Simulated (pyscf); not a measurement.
Structures and frequencies: ωB97X-D3(BJ)/def2-SVP in PySCF.

SMILES: ClCC(Cl)(C)C
```xyz
14

C     -1.2825     0.7717     1.1875
C     -0.3692     0.0966     0.1717
C     -0.7927    -1.3370    -0.1230
Cl    -0.4699     1.0381    -1.3809
C      1.1079     0.1955     0.5649
Cl     1.4481    -0.6752     2.0892
H     -2.3239     0.7497     0.8354
H     -1.2183     0.2418     2.1498
H     -0.9872     1.8203     1.3408
H     -0.7124    -1.9406     0.7936
H     -1.8335    -1.3602    -0.4769
H     -0.1501    -1.7821    -0.8971
H      1.3941     1.2452     0.7113
H      1.7409    -0.2440    -0.2170
```
Charge 0, spin multiplicity 1.

**Question.** What is the homolytic dissociation enthalpy (298 K, ωB97M-D3(BJ)/def2-TZVP) of the C–Cl bond of H₃C–C(CH₃)(Cl)–CH₂–Cl, to H₃C–C•(CH₃)–CH₂–Cl + Cl•?

**Answer.** C–Cl to H₃C–C•(CH₃)–CH₂–Cl + Cl•: 340.4 kJ/mol. The 7 functionals that were run give +316.4 (B3LYP-D3(BJ)) to +344.4 kJ/mol (ωB97X-D3(BJ)). Other isomers of H₃C–C•(CH₃)–CH₂–Cl were not searched in full and may lie lower. Left out: the spin-orbit lowering of Cl.
